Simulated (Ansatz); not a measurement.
Process, species as SMILES: C=C=O + 4 [H][H] (H2) → 2 C (CH4) + O (H2O)
B3LYP-D3(BJ)/def2-TZVP geometries, fixed; electronic energies without zero-point terms.
Largest species:
```xyz
5

C      0.0091     0.0017    -1.2056
C     -0.0008    -0.0001     0.1027
H      0.0282     0.9401    -1.7377
H     -0.0018    -0.9351    -1.7406
O     -0.0096    -0.0018     1.2620
```
Charge 0, spin multiplicity 1.

Energies in hartree at MP2 with Ansatz (a program for electronic structure); the energy of full hydrogenation is their sum with the coefficients shown, times 627.509 kcal/mol a hartree. All functions are spherical. Cores are frozen. No added dispersion term, no relativity.

```csv
species,coefficient,part,cc-pVDZ,cc-pVTZ,cc-pVQZ
C=C=O,-1,Hartree-Fock,-151.74029,-151.78469,-151.79577
C=C=O,-1,correlation,-0.43582,-0.53884,-0.57640
[H][H] (H2),-4,Hartree-Fock,-1.12874,-1.13293,-1.13342
[H][H] (H2),-4,correlation,-0.02641,-0.03169,-0.03312
C (CH4),+2,Hartree-Fock,-40.19870,-40.21333,-40.21615
C (CH4),+2,correlation,-0.16119,-0.19830,-0.21010
O (H2O),+1,Hartree-Fock,-76.02645,-76.05675,-76.06441
O (H2O),+1,correlation,-0.20194,-0.26179,-0.28314
```

Question: Predict the energy of full hydrogenation in cc-pV5Z (X = 5): let each Hartree-Fock step shrink by the ratio of the last two, and fit each correlation energy at X = 3 and 4 to E + A/X^3. Compare with the run.

Answer: 
- C=C=O: steps -0.04440 and -0.01108, ratio 0.250, so Hartree-Fock -151.79854 (run: -151.79834); A = (-0.53884 - (-0.57640))/(1/27 - 1/64) = 1.7542, correlation -0.57640 - A/64 + A/125 = -0.58978 (run: -0.59132).
- [H][H] (H2): steps -0.00419 and -0.00049, ratio 0.117, so Hartree-Fock -1.13348 (run: -1.13357); A = (-0.03169 - (-0.03312))/(1/27 - 1/64) = 0.0668, correlation -0.03312 - A/64 + A/125 = -0.03363 (run: -0.03367).
- C (CH4): steps -0.01463 and -0.00282, ratio 0.193, so Hartree-Fock -40.21669 (run: -40.21689); A = (-0.19830 - (-0.21010))/(1/27 - 1/64) = 0.5511, correlation -0.21010 - A/64 + A/125 = -0.21430 (run: -0.21437).
- O (H2O): steps -0.03030 and -0.00766, ratio 0.253, so Hartree-Fock -76.06635 (run: -76.06667); A = (-0.26179 - (-0.28314))/(1/27 - 1/64) = 0.9971, correlation -0.28314 - A/64 + A/125 = -0.29074 (run: -0.29186).
Predicted -101.85 kcal/mol; the run in cc-pV5Z gives -101.93, a miss of 0.08. Keeping the value in cc-pVQZ, -101.48, would miss by 0.45. All sums are of the energies as printed.
